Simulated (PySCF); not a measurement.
Gas-phase reaction: CF2 + C2H5 + 5 SiHF2 = (CH3)3SiH + 4 SiF3

Method: PySCF energies (xtb for GFN2) plus ideal-gas RRHO corrections (1 bar). S°(298 K) at PBE0/def2-TZVP differs from the NASA 1993 table for C2H5 (+9 J/mol/K); whether the harmonic model or the table's entry is off was not settled. † marks an energy on the PBE0/def2-TZVP geometry and frequencies; other levels use their own. Open shells (unrestricted): C2H5 (multiplicity 2), SiHF2 (multiplicity 2), SiF3 (multiplicity 2); the rest are closed-shell singlets. GFN2 has no spin-polarisation term. B3LYP is the form with VWN-RPA correlation. SiHF2: computed as isolated molecules; such fragments, hydroxides, amides, oligomers or adducts are transient or little studied in the gas. The harmonic model lacks anharmonicity and excited electronic states, which grow with temperature; levels with a mode under 35 cm⁻¹ are left out. Internal rotation in C2H5, (CH3)3SiH is treated as a harmonic vibration of one conformer, which makes the entropy rough.

ΔH° and ΔS° at 298 K: B3LYP/def2-TZVP† -1035 kJ, -394 J/K; BLYP/def2-TZVP† -990 kJ, -394 J/K; GFN2-xTB -798 kJ, -383 J/K; HF/def2-TZVP† -957 kJ, -394 J/K.

Q: With the heat capacities included, give log10 K (1 bar) at 500, 600, 1000, 1200, 1800 K from B3LYP/def2-TZVP†, BLYP/def2-TZVP†, GFN2-xTB, HF/def2-TZVP†.

A: 
| T (K) | B3LYP/def2-TZVP† | BLYP/def2-TZVP† | GFN2-xTB | HF/def2-TZVP† |
|---|---|---|---|---|
| 500 | 87.6 | 82.9 | 63.3 | 79.4 |
| 600 | 69.6 | 65.7 | 49.4 | 62.8 |
| 1000 | 33.9 | 31.5 | 21.8 | 29.8 |
| 1200 | 25.0 | 23.0 | 14.9 | 21.6 |
| 1800 | 10.3 | 9.0 | 3.6 | 8.0 |
